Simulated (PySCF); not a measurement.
# CH3BO: core ionisation energies

CH₃BO.
Atom-mapped SMILES: `[BH3-:1][C:2]#[O+:3]`

Method: delta-SCF UKS SCAN, pcX-3 on the ionised atom, pcseg-2 elsewhere, spin-free X2C (PySCF). Binding energies are ΔSCF values: E(core-ionised, relaxed orbitals) − E(ground state) at a fixed geometry, referred to the vacuum level.

**Question.** List the computed XPS lines with their assignment.

**Answer.** 
| atom(s) | bonded to | level | binding energy (eV) | count |
| --- | --- | --- | --- | --- |
| B1 | C and 3 H | B 1s | 194.96 | 1 |
| C2 | O (triple bond) and B | C 1s | 295.71 | 1 |
| O3 | C (triple bond) | O 1s | 541.65 | 1 |

**Question.** Which photon energy gives electrons from O 1s of O3 a kinetic energy of 50 eV, and what is their de Broglie wavelength?

**Answer.** hν = 541.65 + 50 = 591.65 eV, recoil neglected; λ = 12.264 Å/√(E/eV) = 1.73 Å.

Isolated species at its PBE0-D3(BJ)/def2-TZVP geometry, gas phase.
